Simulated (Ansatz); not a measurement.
A nudged elastic band was laid between two geometries of C₂H₅NS (9 atoms, charge 0, multiplicity 1).

All numbers below come from RKS PBE-D4/6-31G* in Ansatz 0.2.0.

```yaml
movable_images: 9
climbing_image: yes
spring: 5.0 eV/Å²
optimiser: quadratic models (default)
start_path: through a guess of the saddle point
force_threshold: 0.05 eV/Å
iteration_limit: 40
end_points: relaxed
```

Image 0:

```xyz
9
Properties=species:S:1:pos:R:3
N -0.490 0.904 -0.963
C 0.400 -0.116 -0.693
C 0.518 -0.793 0.478
S -0.657 -0.586 1.801
H -0.773 1.008 -1.936
H -1.269 0.957 -0.301
H 1.111 -0.326 -1.502
H 1.310 -1.532 0.611
H -0.061 0.438 2.487
```

Image 10:

```xyz
9
Properties=species:S:1:pos:R:3
N -0.003 0.762 -1.531
C -0.159 -0.186 -0.528
C 0.395 -0.134 0.709
S 0.408 -1.570 1.751
H -0.794 0.859 -2.167
H 0.354 1.669 -1.225
H -0.726 -1.073 -0.832
H 0.982 0.736 1.029
H -0.370 -1.109 2.777
```

Task: What changes between the two ends?

Result: No bond is made or broken. The dihedral N1–C2–C3–H8 goes from -175 to 4°.

Task: Give the energies along the band, and the barrier.

Result: It did not converge within its limit. The highest image is number 6 of 0 to 10, 2.29 eV above the first end and 2.18 eV above the last; the last end lies 0.11 eV above the first. The band didn't meet its force threshold, so its energies are provisional: the largest band force was still 0.15 eV/Å, and over the last iterations the top stayed at 2.29 eV.

| image | path coordinate (Å) | energy (eV) | dihedral N1–C2–C3–H8 (°) |
| --- | --- | --- | --- |
| 0 | 0.00 | 0.00 | -175 |
| 1 | 0.94 | 0.08 | -175 |
| 2 | 1.88 | 0.19 | 179 |
| 3 | 2.81 | 0.19 | -178 |
| 4 | 3.75 | 0.51 | -165 |
| 5 | 4.67 | 1.53 | -154 |
| 6 | 5.60 | 2.29 | -137 |
| 7 | 6.39 | 1.53 | -67 |
| 8 | 7.17 | 0.58 | -19 |
| 9 | 7.96 | 0.21 | -4 |
| 10 | 8.75 | 0.11 | 4 |

The band took 40 iterations and about 14 core-minutes.

The run took 14 min on 1 thread of Intel(R) Xeon(R) Platinum 8259CL CPU @ 2.50GHz (Skylake/Cascade Lake) (shared host), peak memory 0.16 GiB.
